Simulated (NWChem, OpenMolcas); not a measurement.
From NWChem to OpenMolcas

NWChem 7.3.0 runs this on triplet C2H2F4:

c2h2f4.nw:
```
start c2h2f4
title "C2H2F4 energy"
memory total 2200 mb
geometry units angstroms noautosym nocenter noautoz
  F    -0.224600   -1.506500    0.915200
  C    -0.211200   -0.737800   -0.211700
  C     0.211200    0.674300    0.135500
  F     1.434400    0.711300    0.662400
  F     0.217100    1.411800   -0.982100
  F    -0.624600    1.243600    1.002900
  H     0.502000   -1.148600   -0.930100
  H    -1.212300   -0.705100   -0.647900
end
basis spherical bse
  * library cc-pVDZ
end
dft
  xc bhlyp
  mult 3
  grid fine
  convergence energy 1e-08
  maxiter 100
  mulliken
  print low
end
task dft energy
```

```bash
$ nwchem c2h2f4.nw > c2h2f4.out
```

The coordinates come from a PBE0-D4/def2-TZVP relaxation. That shape belongs to the parent species and isn't relaxed for this state.

It gives a total energy of -476.242225 Eh.

Task: Translate the job to OpenMolcas 26.06 as an input file of the program's own.

Result: This input was run:

run.inp:
```
&GATEWAY
  BasLib = $CurrDir
  Coord
  8
  angstrom
  F       -0.224600      -1.506500       0.915200
  C       -0.211200      -0.737800      -0.211700
  C        0.211200       0.674300       0.135500
  F        1.434400       0.711300       0.662400
  F        0.217100       1.411800      -0.982100
  F       -0.624600       1.243600       1.002900
  H        0.502000      -1.148600      -0.930100
  H       -1.212300      -0.705100      -0.647900
  Basis = cc-pVDZ
  Group = NoSym

&SEWARD
  GridInput
  Grid=UltraFine
  End of Grid

&SCF
  UHF
  Spin = 3
  KSDFT = HYB_GGA_XC_BHANDHLYP
  Thresholds = 1e-10 1e-07 1e-07 1e-05
  PrOrbitals = 1
```

```bash
$ export MOLCAS_MEM=1860
$ pymolcas run.inp > run.log
```

(Basis files named in the input come from the Basis Set Exchange and aren't shown.)

Its energy is -476.242225 Eh, 0.000 mEh from the first.
